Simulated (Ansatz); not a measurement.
## Counterpoise correction, worked out

The pair of HCN (SMILES C#N, atoms 1–3) and SiH$_{4}$ (SMILES [SiH4], atoms 4–8), both closed shells, in one local arrangement (a lower one may exist), relaxed at PBE0-D4/def2-TZVP:

C1  (-0.050, -0.015, -2.824)
N2  (-0.102, -0.070, -1.681)
H3  (-0.002, 0.036, -3.890)
Si4  (0.030, 0.009, 1.666)
H5  (-1.219, -0.692, 1.282)
H6  (0.023, 1.397, 1.142)
H7  (1.211, -0.727, 1.154)
H8  (0.109, 0.062, 3.151)
(Å)

Program: Ansatz 0.2.0. Basis: def2-TZVPPD. Cores are frozen in the correlated methods.

CCSD(T) total energies in eV:

| system | geometry | basis functions | energy |
| --- | --- | --- | --- |
| pair | pair | all | -10468.69435 |
| HCN | as in the pair | all (partner as ghosts) | -2538.25019 |
| SiH$_{4}$ | as in the pair | all (partner as ghosts) | -7930.38961 |
| HCN | as in the pair | its own | -2538.24262 |
| SiH$_{4}$ | as in the pair | its own | -7930.38325 |
| HCN | free (PBE0-D4 minimum) | its own | -2538.24348 |
| SiH$_{4}$ | free (PBE0-D4 minimum) | its own | -7930.38537 |

Work out the interaction energy with and without the counterpoise correction, the superposition error, and the binding energy from the relaxed fragments.

Without correction: -10468.69435 − (-2538.24262) − (-7930.38325) = -0.06848 eV.
With correction (each fragment in the whole basis): -10468.69435 − (-2538.25019) − (-7930.38961) = -0.05455 eV = -1.26 kcal/mol.
The superposition error is the difference, 0.01393 eV, 20 % of the uncorrected value: each fragment borrows its partner's functions.
Deformation from the free shapes: 0.00086 eV for HCN and 0.00212 eV for SiH$_{4}$.
Binding energy from relaxed fragments: -0.05455 + 0.00086 + 0.00212 = -0.05157 eV = -1.19 kcal/mol (electronic, without zero-point energy; negative means bound). For comparison, the corrected interaction energy by CCSD(T) at an estimated basis limit (MP2 extrapolated from triple and quadruple zeta, plus CCSD(T) − MP2 in triple zeta) is -0.061 eV; triple zeta with the correction binds less.

T1 diagnostic: at most 0.015.

For scale, one of the runs: CCSD(T)/def2-TZVPPD, 207 basis functions, launched by `ansatz run in.yaml --threads 2 --pin off --events-out ev --progress --plain --max-ram 5222MiB`. Time: 75 s of wall clock on 2 CPU threads of an Arm Neoverse N1; the host was shared. Peak host memory: 2.6 GiB.
